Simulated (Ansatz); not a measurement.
fcc Al was calculated with r²SCANh in Ansatz (plane waves, PAW).

Numerical settings: plane-wave cutoff 520 eV, 14×14×14 k mesh, Fermi–Dirac smearing 0.05 eV, scalar-relativistic PAW data made under PBE.

Cell (relaxed at this level):

```cif
data_Al4
_chemical_formula_sum 'Al4'
_space_group_name_H-M_alt 'Fm-3m'
_space_group_IT_number 225
_space_group_name_Hall '-F 4 2 3'
_cell_length_a 3.98658
_cell_length_b 3.98658
_cell_length_c 3.98658
_cell_angle_alpha 90.000
_cell_angle_beta 90.000
_cell_angle_gamma 90.000
loop_
_atom_site_label
_atom_site_type_symbol
_atom_site_symmetry_multiplicity
_atom_site_Wyckoff_symbol
_atom_site_fract_x
_atom_site_fract_y
_atom_site_fract_z
_atom_site_occupancy
Al1 Al 4 a 0.00000 0.00000 0.00000 1
```
(The calculation used a cell of 1 atom; values per cell refer to that cell.)

**Question.** Estimate the bulk modulus B0 that the calculation returns.

**Answer.** 
- bulk modulus B0: 93.3 GPa

Measured, for comparison: bulk modulus 80.8 GPa (corrected for temperature and zero-point phonon effects, our sources range from 77.1 to 82.0; as tabulated in Levämäki et al. (2014), arXiv:1402.3671). Computed (rounded) less measured: bulk modulus +15 % (+14 % to +21 % over the range).

Cost on a shared machine: roughly 6 core-minutes.

Ansatz is a first-principles code.
